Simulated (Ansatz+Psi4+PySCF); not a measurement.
```xyz
6

C    -0.0471    0.6644    0.0000
O    -0.0471   -0.7585    0.0000
H    -1.0930    0.9698    0.0000
H     0.8785   -1.0485    0.0000
H     0.4371    1.0804    0.8918
H     0.4371    1.0804   -0.8918
```

Basis set: cc-pVTZ (spherical functions). Correlated methods keep 2 orbitals frozen. Charge 0, multiplicity 1.

Computed with Ansatz (development build ahead of 0.2.0) and Psi4 1.11; each method stands on the lowest determinant of its kind that the runs found. Restricted open shells among the atoms or ions are ROHF, correlated in semicanonical orbitals with singles.

The vertical ionization energy (product with multiplicity 2 at the same shape, open shells in the same class of orbitals) of singlet CH4O:

```
     method  ionization energy
RHF-CCSD(T)           10.94 eV
   RHF-CCSD           10.89 eV
    RHF-MP2           11.27 eV
```

**Question.** What does RHF give?

**Answer.** 9.81 eV.
